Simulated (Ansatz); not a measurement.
# CH₄N (quartet): the correlation ladder at distance C1–H5 along a hydrogen transfer = 1.381 Å, cc-pVDZ

The task here is to estimate one member of a computed series from the others.

Method: cc-pVDZ, core rule «outside noble gas», up to 2 orbitals frozen; program: Ansatz 0.2.0, Gaussian basis.

To be run: UHF; CCSD(T) on ROHF; CCSD(T) on UHF; BCCD(T) on ROHF; CISD; CCSDT(Q) on ROHF; CCSDT(Q) on UHF; CASSCF and MRCISD+Q, 5 electrons in 5 orbitals; CASSCF and NEVPT2, 5 electrons in 5 orbitals.

7 further runs of the same task are left out: 1 for a mislabelled method, 5 that didn't finish, 1 set aside as unsound or not needed.

**What is computed**

The geometry derives from fragments relaxed apart (PBE0/def2-TZVP) and kept rigid, so it is no stationary point. A hydrogen atom is moved between rigid fragments.

6 atoms, charge 0, spin multiplicity 4.

Atoms are counted from 1 here; the program's logs count them from 0.

Bond lengths: C1–H2 1.090 Å, C1–H3 1.090 Å, C1–H4 1.090 Å, H5–N6 1.040 Å. Angles: H2–C1–H3 109.5°, H2–C1–H4 109.5°, H3–C1–H4 109.5°.

Set-up of the first run:

File in.yaml:

```yaml
crystal:
  periodic: [false, false, false]
  atoms:
    - {symbol: C, position_ang: [-1.138265, 0.000000, 0.000000]}
    - {symbol: H, position_ang: [-1.501471, 1.027301, 0.000000]}
    - {symbol: H, position_ang: [-1.501471, -0.513650, 0.889668]}
    - {symbol: H, position_ang: [-1.501471, -0.513650, -0.889669]}
    - {symbol: H, position_ang: [0.242735, 0.000000, 0.000000]}
    - {symbol: N, position_ang: [1.282735, 0.000000, 0.000000]}
basis:
  gaussian: {orbitals: cc-pVDZ}
magnetization: {spin_polarized: true, initial_magnetization: 3}
hamiltonian: {xc: hf}
output: {orbitals: {seedname: orbitals}}
```

Started as:

```bash
ansatz run in.yaml --threads 1 --pin off --events-out ev --progress --plain --max-ram 2393MiB
```

Among the steps run: UHF; CCSD(T) on ROHF; CCSD(T) on UHF; BCCD(T) on ROHF; CISD; CCSDT(Q) on ROHF; CCSDT(Q) on UHF; CASSCF and MRCISD+Q, 5 electrons in 5 orbitals; CASSCF and NEVPT2, 5 electrons in 5 orbitals.

One of the session's tables, all rows but one given; the rest of the session is left out.

| method | from UCCSDT(Q) (kJ/mol) |
| --- | --- |
| ROHF | +809.7 |
| UHF | +771.3 |
| RMP2 | +121.9 |
| UMP2 | +126.5 |
| CISD | +76.8 |
| RCCSD | +19.4 |
| UCCSD | +18.6 |
| RCCSD(T) | +3.1 |
| UCCSD(T) | +3.0 |
| BCCD(T) | +3.1 |
| RCCSDT | +1.0 |
| UCCSDT | +0.8 |
| RCCSDT(Q) | +0.2 |
| UCCSDT(Q) | 0 |
| CASSCF pair | +739.7 |
| NEVPT2 pair | +122.7 |
| MRCISD pair | ? |
| MRCISD+Q pair | +7.4 |

Q: Estimate the row for MRCISD pair from the others.

**Answer.** from UCCSDT(Q) (kJ/mol): +68.5. In the column «from UCCSDT(Q) (kJ/mol)» it lies between RCCSD (+19.4) and CISD (+76.8).

To keep in mind: Restricted and unrestricted rows rest on different reference determinants; where their highest levels disagree by more than a few hundredths of an eV, they describe different states and don't form one ladder.
